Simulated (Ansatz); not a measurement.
Process, species as SMILES: [SiH3] (SiH3) -> [SiH3] (SiH3) as singlet, charge +1 + e-

Quantity: adiabatic ionisation energy (0 K, with zero-point energies), in eV. Terms: no dispersion term unless named; valence correlation only; UHF or UKS for open shells; 6-311+G** with 5d, 6d on Na to Ar in Ansatz (an electronic-structure program); LANL2DZ with its own core potentials from Na on; six Cartesian d functions in 6-31G* and its kin unless marked 5d; no spin-orbit coupling; non-relativistic. Basis-set limits of correlation are two-point, X^-3; Hartree-Fock from the larger set. Ab initio and DFT rows: single points at B3LYP-D3(BJ) geometries (Ansatz), with unscaled harmonic terms from B3LYP/6-31G* at its own minima.

Measured values: CCCBDB table in ASE; they hold spin-orbit and core effects. 

Value to compare with, the measured value: 8.14 eV.

```csv
level,program,"adiabatic ionisation energy (0 K, with zero-point energies) (eV)",error
B3LYP/STO-3G,Ansatz,5.96,-2.18
B3LYP/3-21G,Ansatz,8.25,0.11
B3LYP/LANL2DZ,Ansatz,8.43,0.29
B3LYP/6-31G,Ansatz,8.22,0.08
B3LYP/6-31G*,Ansatz,8.17,0.03
B3LYP/6-31+G*,Ansatz,8.20,0.06
B3LYP/6-31G**,Ansatz,8.16,0.02
B3LYP/def2-SVP,Ansatz,8.19,0.05
B3LYP/cc-pVDZ,Ansatz,8.18,0.04
B3LYP/6-311+G**,Ansatz,8.18,0.04
B3LYP/def2-TZVPD,Ansatz,8.18,0.04
"CCSD(T)/CBS(def2-TZVPPD,def2-QZVPPD)",Ansatz,8.11,-0.03
```

Among the 10 habitual levels, B3LYP/STO-3G lies farthest from the measured value (-2.18 eV); 9 of 10 lie above it, and their mean absolute error is 0.29 eV, the median 0.06. One case shows no general order.

The sets are all those run for this method; runs whose electronic state is in doubt are left out.
